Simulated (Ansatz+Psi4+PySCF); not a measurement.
singlet CHN: levels of theory in one basis

```xyz
3

C     0.0000    0.0000   -0.5004
N     0.0000    0.0000    0.6526
H     0.0000    0.0000   -1.5663
```

Basis set: cc-pVTZ (spherical functions). Left uncorrelated: 2 orbitals. Charge 0, multiplicity 1.

Computed with Ansatz (development build ahead of 0.2.0) and Psi4 1.11; each method stands on the lowest determinant of its kind that the runs found.

```tsv
method	E − E(RHF) (eV)	<S²> of the determinant
RHF	0.00	0.00
RHF-CCSD	-9.50	–
RHF-CCSD(T)	-9.99	–
```

Q: What does RHF-MP2 give on the same scale?

A: -9.39 eV.
